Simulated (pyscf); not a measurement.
A first-order saddle from PySCF, ωB97X-D3(BJ)/def2-SVP:

```
C
C 1 1.2278
H 2 1.0768 1 173.97
H 1 1.0793 2 158.46 3 180.00
N 1 2.0900 4 93.07 2 -179.99
H 5 1.0309 1 97.71 4 128.29
H 5 1.0309 6 102.27 1 -99.68
```
Charge 0, spin multiplicity 2.

Surface: doublet, charge 0. Lowest wavenumbers (cm⁻¹): 522i, 159, 273, 551, 649.

Which two sides does it connect, and which bonds change?

acetylene (HC≡CH) + amino radical (NH₂•) ⇌ •HC=CH–NH₂, an addition read from left to right: none broken and C–N formed. At CCSD(T)/def2-TZVPP + ΔMP2(QZVPP) it lies +23.0 kJ/mol from the left side and +140.8 kJ/mol from the right (each side as separated species at their lowest minima found). On the product side the descent ends in a point that may be a rotor saddle (no frequency run), 5.4 kJ/mol over the lowest minimum found and 148.4 kJ/mol under the saddle at ωB97X-D3(BJ)/def2-TZVP. At ωB97X-D3(BJ)/def2-TZVP the barrier from the zero used here is 13.9 kJ/mol. This is the saddle that the search found; another between the same sides may lie lower. The CCSD(T) − MP2 part came from Ansatz, without density fitting, on the same reference. A UHF reference is spin-contaminated (<S²> up to 1.01), which harms MP2 most.
